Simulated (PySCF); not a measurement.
dimethylamine (C2H7N), SMILES CNC.

Geometry: B3LYP-D3(BJ)/def2-TZVP.

Computed with PBE/def2-TZVPD run with PySCF.

Gas-phase values at a fixed geometry.

Q: Estimate the frontier levels, gap, dipole moment and polarisability. (Estimate from the structure and the level; the computed values follow.)

A: 
The highest occupied level is -4.99 eV and the lowest empty level comes out as -0.22 eV. The orbital gap comes out as 4.77 eV and the dipole moment comes out as 0.92 D. The quadrupole, principal values (traceless, Buckingham form, about the centre of nuclear charge) is -3.93, 1.29, 2.63 D·Å and the mean static polarisability comes out as 40.2 bohr³ (5.96 Å³). The polarisability, principal values comes out as 35.9, 39.9, 44.8 bohr³.
